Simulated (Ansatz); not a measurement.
# AlO (sextet): wave-function methods side by side, def2-QZVPP

One table from this session's results is given with a row withheld; the runs are named, their logs left out.

Computed with Ansatz 0.2.0, Gaussian basis. Level: def2-QZVPP, core rule «outside noble gas», up to 6 orbitals frozen.

To be run: UHF; ROHF; CCSD(T) on UHF.

## What is computed

The geometry is a PBE0/def2-TZVP stationary point (not a proven minimum) of the parent state, kept for this charge and spin.

2 atoms, charge 0, spin multiplicity 6.

Atoms are counted from 1 here; the program's logs count them from 0.

Bond lengths: Al1–O2 1.784 Å.

The first run:

File in.yaml:

```yaml
crystal:
  periodic: [false, false, false]
  atoms:
    - {symbol: Al, position_ang: [0.000000, 0.000000, 0.000000]}
    - {symbol: O, position_ang: [0.000000, 0.000000, 1.784100]}
basis:
  gaussian: {orbitals: "def2-QZVPP.json"}
magnetization: {spin_polarized: true, initial_magnetization: 5}
hamiltonian: {xc: hf}
output: {orbitals: {seedname: orbitals}}
```

Started as:

```console
$ ansatz run in.yaml --threads 1 --pin off --events-out ev --progress --plain --max-ram 2393MiB
```

Steps of the session up to this table: UHF; ROHF; CCSD(T) on UHF.

One of the session's tables, all rows but one given; the rest of the session is left out.

| method | from UCCSD(T) (kcal/mol) |
| --- | --- |
| ROHF | ? |
| UHF | +124.46 |
| UMP2 | +16.29 |
| UCCSD | +2.94 |
| UCCSD(T) | 0 |

Estimate the missing values for ROHF.

As computed: from UCCSD(T) (kcal/mol): +129.08. In the column «from UCCSD(T) (kcal/mol)» it is the highest.
